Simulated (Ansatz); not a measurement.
A made-up structure of C2H6N (charge -1), singlet:

```tsv
atom	x (Å)	y (Å)	z (Å)
C1	-0.5180	0.1789	0.2795
N2	-0.6020	0.3781	-1.1642
C3	0.5736	-0.6731	0.6726
H4	-1.5666	0.5797	-1.4277
H5	-0.0336	1.1683	-1.4690
H6	-0.4362	1.0729	0.8432
H7	0.4311	-1.6617	0.2217
H8	1.5734	-0.3227	0.3382
H9	0.6074	-0.7775	1.7734
```

It is relaxed with PBE-D4/def2-SVPD and then PBE0-D4/def2-TZVPD (Ansatz 0.2.0). Atoms count as bonded within 1.22 times the sum of their covalent radii (H–H: 0.88 Å). The end point is not checked to be a true minimum.

**Question.** Does its bonding change? (Judge from chemistry; the calculation decides.)

**Answer.** By the calculation: No: no bond forms or breaks.

Where it ends: The first stage lowers the energy by 0.31 eV in 9 steps. It ends as C₂H₆N ([CH3][CH][NH2]), total charge -1:
```xyz
9
angstrom
C -0.6610 0.1282 0.3232
N -0.6635 0.3430 -1.1323
C 0.5636 -0.6750 0.6549
H -1.5154 0.8065 -1.4182
H 0.1197 0.9457 -1.4577
H -0.5657 1.0943 0.8633
H 0.5210 -1.6935 0.2418
H 1.5320 -0.2409 0.2515
H 0.6986 -0.7653 1.7413
```

The highest PBE0 orbital of the anion lies well above zero, so the extra electron may be unbound in the gas phase.

Labels in which every atom is bracketed show which atoms are joined, not bond orders.

For scale, one of the runs: PBE0-D4/def2-TZVPD relaxation, 165 basis functions, launched by `ansatz run in.yaml --threads 2 --pin off --events-out ev --progress --plain --max-ram 4352MiB`. The run took about 16 s on 2 CPU threads of an Arm Neoverse V2 (shared host).
